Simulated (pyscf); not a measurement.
A first-order saddle from PySCF, ωB97X-D3(BJ)/def2-SVP:

```xyz
11

N     -0.8822    -0.3109    -0.5900
Si     0.7031    -0.1895     0.0369
H     -2.1052     0.0931     0.4760
H     -0.9862    -0.9878    -1.3472
H      1.2813    -1.4282     0.6736
H      0.6507     0.8463     1.1358
H      1.7772     0.2799    -0.9120
N     -2.5418     1.1114     0.4050
H     -1.8177     1.0672    -0.4351
H     -2.2894     1.7456     1.1624
H     -3.5276     1.1668     0.1529
```

Surface: singlet, charge 0. Lowest wavenumbers (cm⁻¹): 1249i, 88, 151, 252, 329.

Question: Which two sides does it connect, and which bonds change?

Answer: H₂N–SiH₃ + NH₃ <-> H₂N–SiH₃ + NH₃, a four-centre exchange read from left to right: H–N, H–N broken and H–N, H–N formed. At CCSD(T)/def2-TZVPP + ΔMP2(QZVPP) it lies +47.2 kcal/mol from the left side and +47.2 kcal/mol from the right (each side as separated species at their lowest minima found). On the reactant side the descent ends in a complex, 5.1 kcal/mol under the separated species and 51.5 kcal/mol under the saddle at ωB97X-D3(BJ)/def2-TZVP. On the product side the descent ends in a complex (not fully relaxed), 5.1 kcal/mol under the separated species and 51.5 kcal/mol under the saddle at ωB97X-D3(BJ)/def2-TZVP. The same reactants have a lower exit, to H₂N–SiH₂–NH₂ + H₂ (barrier +33.1 kcal/mol at ωB97M-D3(BJ)/def2-TZVP, against +45.1 kcal/mol here). Another saddle between the same species, by other bonds, lies lower (30.5 kcal/mol against 45.1 kcal/mol at ωB97M-D3(BJ)/def2-TZVP). The CCSD(T) − MP2 part came from Ansatz, without density fitting, on the same reference.
